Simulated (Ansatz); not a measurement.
# C6H4: up Jacob's ladder to CCSD(T)

The task here is to estimate one member of a computed series from the others.

Program: Ansatz 0.2.0, Gaussian basis. Level of theory: functionals in def2-TZVPP, the program's frozen cores in correlated methods. These are calculated values, not measurements.

Levels to be run: LDA (SPW92), PBE-D4, revPBE-D4, BLYP-D4, r2SCAN-D4, B97M-V, PBE0-D4, B3LYP-D4, r2SCANh-D4, r2SCAN0-D4, HSE06-D4, BHLYP-D4, CAM-B3LYP-D4, LC-ωPBE, ωB97X-V, ωB97M-V, B2PLYP, PBE-QIDH; CCSD(T)/def2-SVP; CCSD(T)/def2-TZVPP; MP2/def2-QZVPP; extrapolation to the limit; RPA on PBE.

### The geometry

All runs share one geometry, relaxed beforehand with PBE0-D4 in a triple-zeta def2 set.

10 atoms, charge 0, spin multiplicity 1.

Atoms are counted from 1 here; the program's logs count them from 0.

Bond lengths: C1–C2 1.203 Å, C1–H7 1.064 Å, C2–C3 1.410 Å, C3–C4 1.345 Å, C3–H8 1.086 Å, C4–C5 1.410 Å, C4–H9 1.086 Å, C5–C6 1.203 Å, C6–H10 1.064 Å. Angles: C2–C1–H7 179.3°, C1–C2–C3 178.5°, C2–C3–C4 124.7°, C2–C3–H8 116.7°, C4–C3–H8 118.5°, C3–C4–C5 124.7°, C3–C4–H9 118.5°, C5–C4–H9 116.7°, C4–C5–C6 178.5°, C5–C6–H10 179.3°.

The first run:

File in.yaml:

```yaml
crystal:
  periodic: [false, false, false]
  atoms:
    - {symbol: C, position_ang: [2.025620, -1.320362, -0.265978]}
    - {symbol: C, position_ang: [0.896544, -1.169555, 0.122147]}
    - {symbol: C, position_ang: [-0.425899, -1.028177, 0.591121]}
    - {symbol: C, position_ang: [-1.178934, 0.075386, 0.438600]}
    - {symbol: C, position_ang: [-0.756156, 1.252912, -0.212149]}
    - {symbol: C, position_ang: [-0.424410, 2.271004, -0.761358]}
    - {symbol: H, position_ang: [3.023958, -1.441959, -0.613968]}
    - {symbol: H, position_ang: [-0.853616, -1.879885, 1.110791]}
    - {symbol: H, position_ang: [-2.187422, 0.074401, 0.840290]}
    - {symbol: H, position_ang: [-0.119675, 3.166224, -1.249497]}
basis:
  gaussian: {orbitals: def2-TZVPP}
hamiltonian: {xc: lda}
output: {orbitals: {seedname: orbitals}}
```

Launch:

```console
$ ansatz run in.yaml --threads 4 --pin off --events-out ev --progress --plain --max-ram 10444MiB
```

Among the steps run: LDA; PBE-D4 (GGA); revPBE-D4 (GGA); BLYP-D4 (GGA); r2SCAN-D4 (meta-GGA); B97M-V (meta-GGA); PBE0-D4 (hybrid); B3LYP-D4 (hybrid); r2SCANh-D4 (hybrid); r2SCAN0-D4 (hybrid); HSE06-D4 (hybrid); BHLYP-D4 (hybrid); CAM-B3LYP-D4 (range-separated); LC-ωPBE (range-separated); ωB97X-V (range-separated); ωB97M-V (range-separated); B2PLYP (double hybrid); PBE-QIDH (double hybrid).

One of the session's tables, all rows but one given; the rest of the session is left out.

It belongs to the step «Frontier levels by functional». 

```
  functional  HOMO (eV)  LUMO (eV)  gap (eV)
 LDA (SPW92)      -6.11      -2.79      3.32
      PBE-D4      -5.90      -2.56      3.35
   revPBE-D4      -5.83      -2.47      3.36
     BLYP-D4      -5.72      -2.39      3.33
   r2SCAN-D4      -6.05      -2.43      3.62
      B97M-V      -6.00      -2.31      3.69
     PBE0-D4      -6.88      -1.72      5.16
    B3LYP-D4      -6.66      -1.89      4.78
  r2SCANh-D4          ?          ?         ?
  r2SCAN0-D4      -6.99      -1.65      5.33
    HSE06-D4      -6.49      -2.09      4.40
    BHLYP-D4      -7.70      -0.70      7.00
CAM-B3LYP-D4      -8.07      -0.64      7.43
     LC-ωPBE      -9.37       0.40      9.77
     ωB97X-V      -8.99       0.37      9.36
     ωB97M-V      -8.89       0.30      9.20
```

Estimate the missing values for r2SCANh-D4.

Worked estimate for «HOMO (eV)». Against the share of exact exchange, r2SCAN-D4 (0, -6.05), r2SCAN0-D4 (0.25, -6.99) give a slope of -3.76 per unit share; at 0.1 the line stands at -6.43.

The run gave: HOMO (eV): -6.42; LUMO (eV): -2.12; gap (eV): 4.30. In «HOMO (eV)» the line misses by -0.01.
